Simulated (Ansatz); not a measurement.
Mulliken charges of C₄H₅N (`C/C=C\C#N`) from ωB97M-V/def2-TZVPP in Ansatz (PBE0-D4/def2-TZVP geometry).

```
atom   x (Å)   y (Å)   z (Å)  charge (e)
  C1  -0.927  -0.810   0.418      -0.252
  C2   0.391  -0.178   0.666      -0.061
  C3   1.009   0.688  -0.141      -0.054
  C4   0.454   1.120  -1.377      -0.182
  N5   0.015   1.478  -2.380      -0.033
  H6  -1.623  -0.565   1.226       0.112
  H7  -1.363  -0.491  -0.529       0.099
  H8  -0.830  -1.900   0.411       0.111
  H9   0.900  -0.444   1.588       0.126
 H10   1.975   1.103   0.119       0.134
```

By hand: the dipole of these point charges (1 e Å = 4.8032 D).

Σ q r = (0.041, -0.306, 0.537) e Å, of length 0.619 e Å = 2.97 D.

How does the dipole of the full density compare? (An estimate is asked.)

Ansatz gave: (0.144, -0.397, 0.784) e Å, 4.28 D; the point charges give 0.69 times that, at 6° from its direction.

Point charges leave out the atoms' own dipoles, such as those of lone pairs, and Mulliken's split depends on the basis, so the two needn't agree.
